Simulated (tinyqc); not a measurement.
Inside a calculation. Method: CCD on RHF in the sto-3g basis, for LiH, spin multiplicity 1. One step of it, computed by the program tinyqc.

Problem. CCD: starting amplitudes. t_ij^ab = <ij||ab> / (e_i + e_j - e_a - e_b), whose energy is MP2.

orbital energies (hartree): MO1 -2.351651, MO2 -0.275811, MO3 0.077120, MO4 0.163832, MO5 0.163832, MO6 0.516395

Two-electron integrals over orbitals (pq|rs), unique and non-zero (hartree):
```
(11|11) 1.658817    (21|11) -0.107284   (21|21) 0.012234    (22|11) 0.354111
(22|21) 0.005260    (22|22) 0.479802    (31|11) -0.139419   (31|21) 0.010944
(31|22) -0.014695   (31|31) 0.021787    (32|11) 0.015861    (32|21) -0.003087
(32|22) -0.050493   (32|31) 0.000109    (32|32) 0.014260    (33|11) 0.395099
(33|21) -0.010443   (33|22) 0.220692    (33|31) 0.001640    (33|32) 0.008923
(33|33) 0.336578    (41|41) 0.009817    (42|41) 0.007409    (42|42) 0.022849
(43|41) 0.010278    (43|42) 0.019395    (43|43) 0.041270    (44|11) 0.396327
(44|21) -0.004135   (44|22) 0.264848    (44|31) -0.005004   (44|32) 0.007033
(44|33) 0.281687    (44|44) 0.312946    (51|51) 0.009817    (52|51) 0.007409
(52|52) 0.022849    (53|51) 0.010278    (53|52) 0.019395    (53|53) 0.041270
(54|54) 0.016869    (55|11) 0.396327    (55|21) -0.004135   (55|22) 0.264848
(55|31) -0.005004   (55|32) 0.007033    (55|33) 0.281687    (55|44) 0.279207
(55|55) 0.312946    (61|11) 0.060260    (61|21) -0.009326   (61|22) -0.007358
(61|31) -0.003219   (61|32) 0.002047    (61|33) 0.011066    (61|44) 0.000932
(61|55) 0.000932    (61|61) 0.009600    (62|11) -0.052817   (62|21) 0.003745
(62|22) 0.121597    (62|31) 0.001672    (62|32) -0.036027   (62|33) -0.014911
(62|44) -0.021523   (62|55) -0.021523   (62|61) 0.000063    (62|62) 0.125215
(63|11) 0.018265    (63|21) -0.003177   (63|22) -0.052076   (63|31) 0.004287
(63|32) 0.010611    (63|33) 0.035969    (63|44) 0.003236    (63|55) 0.003236
(63|61) 0.004348    (63|62) -0.033030   (63|63) 0.026825    (64|41) -0.006161
(64|42) -0.019501   (64|43) -0.013480   (64|64) 0.019831    (65|51) -0.006161
(65|52) -0.019501   (65|53) -0.013480   (65|65) 0.019831    (66|11) 0.361039
(66|21) 0.002442    (66|22) 0.449028    (66|31) -0.011304   (66|32) -0.044636
(66|33) 0.240693    (66|44) 0.266519    (66|55) 0.266519    (66|61) -0.003804
(66|62) 0.127007    (66|63) -0.044594   (66|66) 0.449102
```

Give: Starting amplitudes; correlation energy.

Solution.

Starting amplitudes (spin orbitals 1a, 1b, ...; amplitudes related by a flip of all spins are not repeated):
```
from      to          t
2a 2b  6a 6b    -0.0790
2a 2b  3a 6b     0.0315
2a 2b  5a 5b    -0.0260
2a 2b  4a 4b    -0.0260
2a 2b  3a 3b    -0.0202
1a 1b  3a 3b    -0.0045
1a 2b  4a 4b    -0.0025
1a 2b  5a 5b    -0.0025
1a 1b  5a 5b    -0.0020
1a 1b  4a 4b    -0.0020
1a 1b  6a 6b    -0.0017
1a 2b  3b 6a     0.0006
1a 1b  3a 6b     0.0006
1a 2b  3a 6b    -0.0005
1a 2a  3a 6a   1.16e-04
1a 2b  3a 3b  -3.94e-05
1a 2b  6a 6b  -1.73e-05
```

correlation energy = -0.013873 hartree
